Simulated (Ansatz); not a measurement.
**How far each method lies from UCCSDT(Q) for H2Ge–AsH, quintet**

Geometry: that of the H2Ge–AsH, triplet, kept fixed. The triplet lies 5.6 eV lower here.

| atom | x (Å) | y (Å) | z (Å) |
| --- | --- | --- | --- |
| Ge | 0.0000 | -0.0566 | 1.2141 |
| As | 0.0000 | 0.0562 | -1.2063 |
| H | -1.2446 | 0.6821 | 1.7739 |
| H | 1.2446 | 0.6822 | 1.7739 |
| H | 0.0000 | -1.4603 | -1.3789 |

Basis cc-pVDZ; Ansatz 0.2.0. Correlated methods freeze the noble-gas cores and the filled d shells of p-block atoms, which leaves 12 electrons in 41 orbitals. R marks a restricted (for open shells ROHF) determinant, U an unrestricted one. Active spaces: valence = (12e, 11o) chosen from the atoms' valence shells. No spin–orbit coupling is included, and no scalar relativity.

Full CI isn't at hand for all of this; UCCSDT(Q) serves as the reference, and is uncertain by the last step of the cluster series or more. The frozen core follows each run's orbitals, which can shift R against U totals by a few meV for light atoms and by up to 0.1 eV past Ca.

* UHF ⟨S²⟩: 6.020
* T1 diagnostic (RCCSD): 0.0304
* largest doubles amplitude (RCCSD): 0.058
* T1 diagnostic (UCCSD): 0.0205

| level | E − E(UCCSDT(Q)) (kJ/mol) | wall time |
| --- | --- | --- |
| UHF | 541.0 | – |
| UMP2 | 121.1 | – |
| UCCSD | 17.5 | – |
| UCCSD(T) | 3.9 | 23 s |
| UCCSDT | 0.6 | – |

Run but not shown, since their state, orbitals or frozen core can't be matched to the reference's or they repeat it: RHF, RMP2, CISD, RCCSD, RCCSD(T), BCCD(T), RCCSDT, RCCSDT(Q), CASSCF (valence space), NEVPT2 (valence space), MRCISD (valence space), MRCISD+Q (valence space).

Times hold each run's SCF and search for its determinant on a shared host, so for small cases they say little of a method's own cost; they ran on 1 thread of Arm Neoverse V2. Some runs computed forces too.

Natural occupations of CASSCF (valence space) about the gap: 1.967 1.962 1.006 1.002 1.001 0.998 0.039 0.029 0.025; effectively unpaired electrons, Σ n²(2−n)², 4.02.
